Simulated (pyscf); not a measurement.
`[CH3][B]([CH3])[CH3]` + `[H][H]` → `[CH4]` + `[CH3][BH][CH3]` (four-centre exchange; singlet surface; B–C, H–H broken, C–H, B–H formed). Optimised with ωB97X-D3(BJ)/def2-SVP in PySCF. Energies in kcal/mol from the separated reactants.

| level | barrier | reaction energy |
|---|---|---|
| ωB97X-D3(BJ)/def2-TZVP | 25.5 | -4.4 |
| PBE/def2-TZVP | 19.0 | -4.8 |
| r²SCAN/def2-TZVP | 21.7 | -4.1 |
| B3LYP-D3(BJ)/def2-TZVP | 26.1 | -5.1 |
| ωB97M-D3(BJ)/def2-TZVP | [?] | -4.7 |
| HF/def2-TZVP | [?] | [?] |

### Question
What belongs in the gaps?

### Answer

- ωB97M-D3(BJ)/def2-TZVP, barrier: 24.7
- HF/def2-TZVP, barrier: 44.0
- HF/def2-TZVP, reaction energy: -10.1

The functionals in the table span 7.1 kcal/mol in this barrier, from PBE to B3LYP-D3(BJ). At the saddle there is also a short B–H contact that neither side keeps. One saddle was located; it need not be the lowest between these sides.
